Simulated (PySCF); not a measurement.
# Quadrupole coupling of `O=C=O`: levels of theory against gas-phase measurements

Values to reproduce (atoms as numbered below): 17O at O1/O3: χzz = -3.92 MHz [1].
[1] measured, gas; W. C. Bailey, Calculation of NQCC in Gaseous State Molecules (compilation of microwave values)

Species: CO2.
Cartesian coordinates in Å at the PBE0-D3(BJ)/def2-SVP level; atoms count from 1:
```xyz
3
CO2 angstrom
O     -1.1576    0.1649    0.0000
C      0.0000    0.1035    0.0000
O      1.1576    0.0421    0.0000
```

**Question.** How do the computed couplings compare?

**Answer.** PySCF, non-relativistic, all at one geometry, with Q(17O) = −0.0256 b, means over equivalent atoms:

```
              level  functions  17O O1/O3 (MHz)  computed/reference − 1 (%)
         PBE0/pcJ-1         81           -4.148                        +5.8
        PBE0/STO-3G         15           -7.038                       +79.5
      PBE0/pcSseg-1         51           -4.263                        +8.7
B3LYP/aug-cc-pVTZ-J        138           -3.913                        -0.2
       B3LYP/6-31G*         42           -4.646                       +18.5
     PBE0/def2-TZVP         93           -3.921                         0.0
       PBE0/cc-pVDZ         42           -4.605                       +17.5
      PBE0/pcSseg-3        216           -3.881                        -1.0
           HF/pcJ-1         81           -4.568                       +16.5
        PBE0/6-31G*         42           -4.700                       +19.9
       PBE0/cc-pVTZ         90           -3.887                        -0.8
    CAM-B3LYP/pcJ-1         81           -4.179                        +6.6
         PBE0/6-31G         27           -5.479                       +39.8
          KT2/pcJ-1         81           -4.607                       +17.5
      PBE0/IGLO-III        105           -4.222                        +7.7
      PBE0/def2-SVP         42           -4.299                        +9.7
```

Closest here is PBE0/def2-TZVP (0.0 % unsigned error), furthest PBE0/STO-3G (79.5 %); one molecule doesn't rank methods. Computed values are for fixed nuclei, while measured ones can include vibrational averaging.
